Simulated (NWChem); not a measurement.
hydrogen cyanide (CHN); SMILES C#N

```xyz
3

C      0.0000     0.0000    -0.4925
N      0.0000     0.0000     0.6532
H      0.0000     0.0000    -1.5611
```
Atoms are numbered in this order, from 1.

Computed with NWChem. Pople sets run with spherical d functions. Coordinates come from a PBE0-D3(BJ)/def2-TZVP optimisation. B3LYP is NWChem's, with the RPA form of VWN correlation. Atomic charges in e: unrestrained fits to the electrostatic potential beside Mulliken populations; the two definitions need not agree.

For level B3LYP/def2-SVP:

```yaml
Mulliken C1: -0.09
Mulliken N2: 0.01
```

**Question.** What are these values for level Hartree-Fock/6-31G*?

**Answer.** Mulliken C1: 0.03
Mulliken N2: -0.34
